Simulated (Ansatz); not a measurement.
# Structure relaxation of Si3As2

The calculation used DFT r2SCAN, scalar-relativistic, plane waves, PAW (Ansatz). Cutoff 500 eV, Γ-centred k mesh, Gaussian smearing, no spin polarisation in the final step.

The start puts Si3As2 on the anti-A-type sesquioxide structure type (P-3m1, No. 164), with As in place of La, Si in place of O, at a guessed volume.

```
CELL_PARAMETERS angstrom
3.97075 0.00000 0.00000
-1.98537 3.43877 0.00000
0.00000 0.00000 6.17784
ATOMIC_POSITIONS crystal
Si 0.00000 0.00000 0.00000
Si 0.33333 0.66667 0.64500
Si 0.66667 0.33333 0.35500
As 0.33333 0.66667 0.24500
As 0.66667 0.33333 0.75500
```

Steps on the 6×6×4 mesh (5 atoms). 12 of 12 steps are shown, and the free energy counts from the last. Trial steps that were taken back and renewals of the plane-wave basis can be among the rows.

| step | ΔF (meV/atom) | V (Å³/atom) | P (GPa) | largest force component (eV/Å) |
| --- | --- | --- | --- | --- |
| 1 | 291.9 | 16.87 | 14.15 | 1.196 |
| 2 | 163.6 | 18.60 | 4.38 | 0.475 |
| 3 | 108.7 | 19.19 | 0.12 | 0.273 |
| 4 | 99.3 | 19.43 | -0.87 | 0.276 |
| 5 | 86.2 | 19.74 | -2.82 | 0.726 |
| 6 | 68.2 | 19.47 | -2.65 | 0.811 |
| 7 | 24.2 | 18.69 | -1.00 | 0.423 |
| 8 | 19.0 | 18.00 | 1.96 | 0.231 |
| 9 | 13.5 | 18.28 | 0.86 | 0.277 |
| 10 | 1.1 | 18.56 | -0.17 | 0.142 |
| 11 | 0.4 | 18.59 | 0.06 | 0.026 |
| 12 | 0.0 | 18.59 | 0.07 | 0.026 |

A final relaxation ran on a 12×12×8 mesh. The relaxed crystal, P-3m1 (No. 164):

Space group P-3m1 (No. 164). a = 4.495 Å, b = 4.495 Å, c = 5.274 Å, α = 90.00°, β = 90.00°, γ = 120.00°
```csv
atom,site,symmetry,x,y,z
Si,1a,-3m.,0.0000,0.0000,0.0000
Si,2d,3m.,0.3333,0.6667,0.7725
As,2d,3m.,0.3333,0.6667,0.2538
```

```
Volume per atom          : 18.46 Å³
Density                  : 4.21 g/cm³
Energy over the elements : 0.57 eV/atom
Gap on the 12×12×8 mesh  : 0 eV (a metal)
```

Energies over the elements count from the elements' standard structures at the same level, with no empirical corrections.

The final run used a 12×12×8 mesh on its 5-atom cell and 0.10 eV smearing. The k mesh leaves about 4 meV/atom of noise in metals.

A structure relaxed within its symmetry needn't be a true minimum.

Cost: 3 runs of about 6.4 core-minutes in all, on Arm Neoverse V1 (shared hosts).